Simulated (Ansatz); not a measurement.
Ideal-gas functions of `C#CF` at 500 K and 1 bar, from an Ansatz frequency run at PBE0-D4/def2-TZVP.

Molar mass 44.03 g/mol, point group C∞v (symmetry number 1), electronic degeneracy 1, moments of inertia 51.548 u Å². Harmonic wavenumbers (cm⁻¹, unscaled): 426, 426, 622, 622, 1109, 2345, 3501.

Use S(trans) = R[1.5 ln M + 2.5 ln T − 1.1517]; rotational temperatures θ = 24.2544 K / I; S(rot) = R[ln(T/σθ) + 1]; for each mode x = 1.438777 ν̃/T, S = R[x/(eˣ − 1) − ln(1 − e⁻ˣ)] and H = RT x/(eˣ − 1); 1 cm⁻¹ = 0.0119627 kJ/mol; R = 8.31446 J/(mol·K).

Q: By hand: the entropy, in J/(mol·K).

A: Translation 166.8. Rotation: θ = 0.4705 K, giving 66.3. Vibration, mode by mode: 7.12, 7.12, 4.50, 4.50, 1.49, 0.08, 0.00, in all 24.8. Electronic 0.0. Sum 257.9 J/(mol·K).

Q: By hand: H − E and G − E in kJ/mol, counted from the electronic energy.

A: Zero-point energy ½ × 9051 × 0.0119627 = 54.1; thermal vibration 7.8; translation, rotation and pV give 3.5 RT = 14.6. H − E = 76.5 kJ/mol, and G − E = 76.5 − 500 × 257.9/1000 = -52.5 kJ/mol.

Vibration gives 10 % of the entropy.
